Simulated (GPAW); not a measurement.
# CCl2 (dichloromethylene) at PBE/dzp (scalar-relativistic datasets)

Wanted: energy and one-electron properties of CCl2 (dichloromethylene). Input form: an ASE script.

The results are computed with GPAW 26.7.0.

3 further runs of the same task are left out: 3 that didn't finish.

**1. The molecule**

CCl2 has 3 atoms, charge 0, and is taken as a singlet. As SMILES, `Cl[C]Cl`. The shape is that of a PBE0-D4/def2-TZVP optimisation.

Bond lengths: Cl1–C2 1.708 Å, C2–Cl3 1.708 Å. Angles: Cl1–C2–Cl3 109.5°.

**2. Energy and one-electron properties at PBE/dzp (scalar-relativistic datasets)**

File molecule.xyz:

```xyz
3

Cl     1.236700    -0.329300     0.644300
C     -0.231600    -0.585100    -0.189800
Cl    -1.005100     0.914500    -0.454500
```

File sp.py:

```python
import numpy as np
from ase.io import read
from ase.units import Debye
from gpaw import GPAW

# Geometry
molecule = read("molecule.xyz")
molecule.center(vacuum=4.5)

# Calculator
calc = GPAW(mode="lcao", basis="dzp", h=0.2, xc="PBE", maxiter=100, txt="-")
molecule.calc = calc

energy = molecule.get_potential_energy()
print(f"Energy: {energy:.5f} eV")
forces = molecule.get_forces()
print("Forces (eV/Ang)")
for symbol, f in zip(molecule.symbols, forces):
    print(f'{symbol:2} {f[0]:9.4f} {f[1]:9.4f} {f[2]:9.4f}')
dipole = molecule.get_dipole_moment() / Debye
print(f"Dipole                  {np.linalg.norm(dipole):.3f} D")
homo, lumo = calc.get_homo_lumo()
print(f"HOMO = {homo:.3f} eV")
print(f"LUMO                    {lumo:.3f} eV")
print(f"Gap                     {lumo - homo:.3f} eV")
```

Started as:

```bash
$ python3 -u sp.py | tee sp.out
```

The program printed:

```text
__  _  _
 | _ |_)|_||  |
 |__||  | ||/\| - 26.7.0

units:  Angstrom and eV
cores:  1
OpenMP: False

Versions:
  Python: 3.12.14
  ASE:    3.29.0
  Numpy:  2.5.5
  Scipy:  1.18.1
  Libxc:  7.0.0

Input parameters:
  mode=LCAO(),
  basis={'default': 'dzp'},
  h=0.2,
  maxiter=100,
  xc=XC(name='PBE')
       .---------------------------.
      /|                           |
     / |                           |
    /  |                           |
   /   |                           |
  /    |                           |
 *     |                           |
 |     |                           |
 |     |                           |
 |     |        Cl   Cl            |
 |     |         C                 |
 |     |                           |
 |     .---------------------------.
 |    /                           /
 |   /                           /
 |  /                           /
 | /                           /
 |/                           /
 *---------------------------*

Atoms  # Å, Bohr magnetons
|   | symbol |        x |        y |        z |    initial magnetic moments |
|---|--------|----------|----------|----------|-----------------------------|
| 0 |     Cl | 6.741800 | 4.755800 | 5.598800 | ( 0.0000,  0.0000,  0.0000) |
| 1 |      C | 5.273500 | 4.500000 | 4.764700 | ( 0.0000,  0.0000,  0.0000) |
| 2 |     Cl | 4.500000 | 5.999600 | 4.500000 | ( 0.0000,  0.0000,  0.0000) |

Unit cell  # Å
| periodic |         x |         y |         z |   lengths |    angles |
|----------|-----------|-----------|-----------|-----------|-----------|
|       no | 11.241800 |  0.000000 |  0.000000 | 11.241800 | 90.000000 |
|       no |  0.000000 | 10.499600 |  0.000000 | 10.499600 | 90.000000 |
|       no |  0.000000 |  0.000000 | 10.098800 | 10.098800 | 90.000000 |

Number of symmetries: 1
Symmetry operations  # r_c * U_cc + t_c -> r_c
|   | kind |            matrix            |
|---|------|------------------------------|
| 0 |  E   |  1, 0, 0,  0, 1, 0,  0, 0, 1 |

BZ-sampling:
  Number of BZ points: 1
  Number of IBZ points: 1

  Monkhorst-Pack size: [1, 1, 1]
  Monkhorst-Pack shift: [0, 0, 0]

K-points  # in reciprocal-cell coordinates
|   |                                coordinates |     weight |
|---|--------------------------------------------|------------|
| 0 | (  0.00000000,   0.00000000,   0.00000000) | 1.00000000 |

basis functions: 39
Spin-components: 1 (collinear spins)
Bands:           12
Projectors:      15
Spin-degeneracy: 2
Datatype:        <class 'float'>

  Storage: CPU
  Wave functions: 3_744 bytes (3_744 per core)

Parallelization:
  kpt:    1
  domain: 1
  band:   1

Density:
  Valence electrons: 18.0
  Components: 1
  Grid points: [56 52 52]
  Charge: 0.0  # |e|

Potential:
  Grid points: [56 52 52]

species:
  Cl:
    name:    Chlorine
    Z:       17.0
    valence: 7
    core:    10
    charge:  0.0  # [|e|]
    file:    Cl.PBE.gz
    compensation charges:
      type: gauss
      rc: 0.25  # [Å]
      lmax: 2
    cutoffs:
      filter: 1.40  # [Å]
      core: 1.49  # [Å]
    projectors
    | kind |    occ | energy [eV] | rcut [Å] |
    |------|--------|-------------|----------|
    |   3s |  2.000 |     -20.689 |    0.794 |
    |   3p |  5.000 |      -8.594 |    0.794 |
    |    s |        |       6.523 |    0.794 |
    |    p |        |      18.617 |    0.794 |
    |    d |        |       0.000 |    0.794 |

    LCAO basis set for Cl:
      Name: dzp
      File: Cl.dzp.basis.gz
      Number of radial functions: 5
      Number of spherical harmonics: 13
        l=0, rc=5.1719 Bohr: 3s-sz confined orbital
        l=1, rc=6.2656 Bohr: 3p-sz confined orbital
        l=0, rc=2.8281 Bohr: 3s-dz split-valence wave
        l=1, rc=3.5156 Bohr: 3p-dz split-valence wave
        l=2, rc=6.2656 Bohr: d-type Gaussian polarization
      Number of RI-basis functions 0

  C:
    name:    Carbon
    Z:       6.0
    valence: 4
    core:    2
    charge:  0.0  # [|e|]
    file:    C.PBE.gz
    compensation charges:
      type: gauss
      rc: 0.20  # [Å]
      lmax: 2
    cutoffs:
      filter: 1.14  # [Å]
      core: 1.14  # [Å]
    projectors
    | kind |    occ | energy [eV] | rcut [Å] |
    |------|--------|-------------|----------|
    |   2s |  2.000 |     -13.751 |    0.635 |
    |   2p |  2.000 |      -5.284 |    0.635 |
    |    s |        |      13.461 |    0.635 |
    |    p |        |      21.927 |    0.635 |
    |    d |        |       0.000 |    0.635 |

    LCAO basis set for C:
      Name: dzp
      File: C.dzp.basis.gz
      Number of radial functions: 5
      Number of spherical harmonics: 13
        l=0, rc=5.5469 Bohr: 2s-sz confined orbital
        l=1, rc=6.6719 Bohr: 2p-sz confined orbital
        l=0, rc=3.0312 Bohr: 2s-dz split-valence wave
        l=1, rc=3.7500 Bohr: 2p-dz split-valence wave
        l=2, rc=6.6719 Bohr: d-type Gaussian polarization
      Number of RI-basis functions 0

Reference energy: -26137.526907  # eV

eigensolver:
  <gpaw.new.lcao.eigensolver.LCAOEigensolver object at 0x7ff124a704d0>
density mixing:
  MSR1-Mixer
  Pratt-step length: 0.05
  Maximum mixing coefficient: 0.75
  Old densities: 10
  SVD Regularization: 0.005
  Good broyden scale: 1.0
  Trust region scale: 1.0
  Backstep threshold: 4.0
  History deletion threshold: 6.0
  Fourier metric: weight=20.0, sigma=0.015

occupation numbers:
  # Zero width

FastPoissonSolver using
    Stencil: 6*3+1=19 point O(h^6) finite-difference Laplacian
    FFT axes: []
    FST axes: [np.int64(1), np.int64(2), np.int64(0)]

xc functional:
  name: PBE with 2 nearest neighbor stencil
interpolation: tri-quintic # 5. degree polynomial

       .---------------------------.
      /|                           |
     / |                           |
    /  |                           |
   /   |                           |
  /    |                           |
 *     |                           |
 |     |                           |
 |     |                           |
 |     |        Cl   Cl            |
 |     |         C                 |
 |     |                           |
 |     .---------------------------.
 |    /                           /
 |   /                           /
 |  /                           /
 | /                           /
 |/                           /
 *---------------------------*

Atoms  # Å, Bohr magnetons
|   | symbol |        x |        y |        z |    initial magnetic moments |
|---|--------|----------|----------|----------|-----------------------------|
| 0 |     Cl | 6.741800 | 4.755800 | 5.598800 | ( 0.0000,  0.0000,  0.0000) |
| 1 |      C | 5.273500 | 4.500000 | 4.764700 | ( 0.0000,  0.0000,  0.0000) |
| 2 |     Cl | 4.500000 | 5.999600 | 4.500000 | ( 0.0000,  0.0000,  0.0000) |

Unit cell  # Å
| periodic |         x |         y |         z |   lengths |    angles |
|----------|-----------|-----------|-----------|-----------|-----------|
|       no | 11.241800 |  0.000000 |  0.000000 | 11.241800 | 90.000000 |
|       no |  0.000000 | 10.499600 |  0.000000 | 10.499600 | 90.000000 |
|       no |  0.000000 |  0.000000 | 10.098800 | 10.098800 | 90.000000 |

Number of symmetries: 1
Symmetry operations  # r_c * U_cc + t_c -> r_c
|   | kind |            matrix            |
|---|------|------------------------------|
| 0 |  E   |  1, 0, 0,  0, 1, 0,  0, 0, 1 |

BZ-sampling:
  Number of BZ points: 1
  Number of IBZ points: 1

  Monkhorst-Pack size: [1, 1, 1]
  Monkhorst-Pack shift: [0, 0, 0]

K-points  # in reciprocal-cell coordinates
|   |                                coordinates |     weight |
|---|--------------------------------------------|------------|
| 0 | (  0.00000000,   0.00000000,   0.00000000) | 1.00000000 |

basis functions: 39
Spin-components: 1 (collinear spins)
Bands:           12
Projectors:      15
Spin-degeneracy: 2
Datatype:        <class 'float'>

  Storage: CPU
  Wave functions: 3_744 bytes (3_744 per core)

Parallelization:
  kpt:    1
  domain: 1
  band:   1

Density:
  Valence electrons: 18.0
  Components: 1
  Grid points: [56 52 52]
  Charge: 0.0  # |e|

Potential:
  Grid points: [56 52 52]

species:
  Cl:
    name:    Chlorine
    Z:       17.0
    valence: 7
    core:    10
    charge:  0.0  # [|e|]
    file:    Cl.PBE.gz
    compensation charges:
      type: gauss
      rc: 0.25  # [Å]
      lmax: 2
    cutoffs:
      filter: 1.40  # [Å]
      core: 1.49  # [Å]
    projectors
    | kind |    occ | energy [eV] | rcut [Å] |
    |------|--------|-------------|----------|
    |   3s |  2.000 |     -20.689 |    0.794 |
    |   3p |  5.000 |      -8.594 |    0.794 |
    |    s |        |       6.523 |    0.794 |
    |    p |        |      18.617 |    0.794 |
    |    d |        |       0.000 |    0.794 |

    LCAO basis set for Cl:
      Name: dzp
      File: Cl.dzp.basis.gz
      Number of radial functions: 5
      Number of spherical harmonics: 13
        l=0, rc=5.1719 Bohr: 3s-sz confined orbital
        l=1, rc=6.2656 Bohr: 3p-sz confined orbital
        l=0, rc=2.8281 Bohr: 3s-dz split-valence wave
        l=1, rc=3.5156 Bohr: 3p-dz split-valence wave
        l=2, rc=6.2656 Bohr: d-type Gaussian polarization
      Number of RI-basis functions 0

  C:
    name:    Carbon
    Z:       6.0
    valence: 4
    core:    2
    charge:  0.0  # [|e|]
    file:    C.PBE.gz
    compensation charges:
      type: gauss
      rc: 0.20  # [Å]
      lmax: 2
    cutoffs:
      filter: 1.14  # [Å]
      core: 1.14  # [Å]
    projectors
    | kind |    occ | energy [eV] | rcut [Å] |
    |------|--------|-------------|----------|
    |   2s |  2.000 |     -13.751 |    0.635 |
    |   2p |  2.000 |      -5.284 |    0.635 |
    |    s |        |      13.461 |    0.635 |
    |    p |        |      21.927 |    0.635 |
    |    d |        |       0.000 |    0.635 |

    LCAO basis set for C:
      Name: dzp
      File: C.dzp.basis.gz
      Number of radial functions: 5
      Number of spherical harmonics: 13
        l=0, rc=5.5469 Bohr: 2s-sz confined orbital
        l=1, rc=6.6719 Bohr: 2p-sz confined orbital
        l=0, rc=3.0312 Bohr: 2s-dz split-valence wave
        l=1, rc=3.7500 Bohr: 2p-dz split-valence wave
        l=2, rc=6.6719 Bohr: d-type Gaussian polarization
      Number of RI-basis functions 0

Reference energy: -26137.526907  # eV

eigensolver:
  <gpaw.new.lcao.eigensolver.LCAOEigensolver object at 0x7ff11f27f200>
density mixing:
  MSR1-Mixer
  Pratt-step length: 0.05
  Maximum mixing coefficient: 0.75
  Old densities: 10
  SVD Regularization: 0.005
  Good broyden scale: 1.0
  Trust region scale: 1.0
  Backstep threshold: 4.0
  History deletion threshold: 6.0
  Fourier metric: weight=20.0, sigma=0.015

occupation numbers:
  # Zero width

FastPoissonSolver using
    Stencil: 6*3+1=19 point O(h^6) finite-difference Laplacian
    FFT axes: []
    FST axes: [np.int64(1), np.int64(2), np.int64(0)]

xc functional:
  name: PBE with 2 nearest neighbor stencil
interpolation: tri-quintic # 5. degree polynomial

Initialization done in: 7.377 s

convergence criteria:
- Maximum [total energy] change in last 3 cyles: 0.0005 eV / valence electron
- Maximum integral of absolute [dens]ity change: 0.0001 electrons / valence electron
- Maximum integral of absolute [eigenst]ate change: 4e-08 eV^2 / valence electron
maximum number of iterations: 100

SCF iterations
|iter     |     time |      energy | eigst |  dens |
|---------|----------|-------------|-------|-------|
|iter:   1| 00:00:07 |   -9.714846 |      c|       |
|iter:   2| 00:00:08 |   -9.623095 |      c| -1.09 |
|iter:   3| 00:00:09 |   -9.177539 |      c| -1.12 |
|iter:   4| 00:00:10 |   -9.156148 |      c| -1.66 |
|iter:   5| 00:00:11 |   -9.136063 |      c| -1.91 |
|iter:   6| 00:00:12 |   -9.136030 |      c| -2.52 |
|iter:   7| 00:00:13 |   -9.136025c|      c| -3.26 |
|iter:   8| 00:00:14 |   -9.136025c|      c| -4.00 |
|iter:   9| 00:00:15 |   -9.136025c|      c| -4.49c|

Converged in 9 steps
SCF loop duration: 8.310 s (0.923 s/step)
Energy contributions relative to reference atoms: (reference = -26137.526907)

Energy contributions:
  Kinetic:          21.100267
  Coulomb:         -18.701106
  Zero:              0.270472
  External:          0.000000
  Xc:              -11.805657
  Entropy:           0.000000
  Spinorbit:         0.000000
  ----------------------------
  Free energy:      -9.136025
  Extrapolated:     -9.136025

dipole moment: (0.105608, 0.267467, 0.086694)  # |e|*Ang

Fermi level: -4.639
Eigenvalues  # (at kpt = [0.000, 0.000, 0.000])
| band index |      eig [eV] | occ [0-2] |
|------------|---------------|-----------|
|          0 |       -23.211 |     2.000 |
|          1 |       -21.146 |     2.000 |
|          2 |       -14.690 |     2.000 |
|          3 |       -11.310 |     2.000 |
|          4 |        -9.961 |     2.000 |
|          5 |        -9.707 |     2.000 |
|          6 |        -8.273 |     2.000 |
|          7 |        -7.489 |     2.000 |
|          8 |        -5.519 |     2.000 |
|          9 |        -3.759 |     0.000 |
|         10 |        -0.058 |     0.000 |
|         11 |         1.359 |     0.000 |

Gap: 1.760 eV
Transition (v -> c):
  (s=0, k=0, n=8, [0.00, 0.00, 0.00]) -> (s=0, k=0, n=9, [0.00, 0.00, 0.00])
No difference between direct/indirect transitions
vacuum-level: 0.000  # V
Energy: -9.13602 eV

Forces  # eV/Ang
|        x |        y |        z |
|----------|----------|----------|
|  0.98604 |  0.11979 |  0.54651 |  # Cl   0
| -0.43577 | -1.07755 | -0.34396 |  # C    1
| -0.56171 |  0.95177 | -0.17942 |  # Cl   2

Force computation time: 0.239  # s
Forces (eV/Ang)
Cl    0.9860    0.1198    0.5465
C    -0.4358   -1.0776   -0.3440
Cl   -0.5617    0.9518   -0.1794
Dipole                  1.443 D
HOMO = -5.519 eV
LUMO                    -3.759 eV
Gap                     1.760 eV
```

Wall time 18 s (1 thread of Intel Xeon at 2.50GHz (Skylake/Cascade Lake), shared host); peak memory 0.39 GiB.

**3. What came out**

At PBE/dzp (scalar-relativistic datasets):

```
                                              quantity       value
energy as printed (from the program's reference atoms)  -9.1360 eV
                                         dipole moment      1.44 D
                                           HOMO energy    -5.52 eV
                                           LUMO energy    -3.76 eV
                                         HOMO–LUMO gap     1.76 eV
```
